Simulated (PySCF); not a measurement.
**Working out the ionisation energy of P**

P [Ne] 3s2 3p3 (4S) → P⁺ [Ne] 3s2 3p2 (3P). All numbers are calculated (PySCF 2.14, the non-relativistic Hamiltonian (point nucleus), in aug-cc-pV(Q+d)Z (7s6p5d3f2g, 89 functions)). Frozen: [Ne]. Energies in hartree (1 hartree = 27.21139 eV):

```tsv
part	P (lower)	P⁺ (upper)
UHF	-340.718741	-340.354693
CCSD correlation	-0.105241	-0.085356
(T)	-0.004646	-0.002665
```

**Question.** What does Hartree-Fock give?

**Answer.** (-340.354693) − (-340.718741) = 0.364048 hartree = 9.906 eV.

**Question.** What do CCSD and CCSD(T) give?

**Answer.** The CCSD correlation energies differ by 0.019885 hartree = 0.541 eV and the triples by 0.001981 hartree = 0.054 eV, so CCSD gives 10.447 eV and CCSD(T) 10.501 eV.

Measured between the centres of the two terms (NIST): 10.526 eV, so CCSD(T) (valence) is off by -0.025 eV.

What remains against the reference includes basis incompleteness, the frozen core and higher excitations.
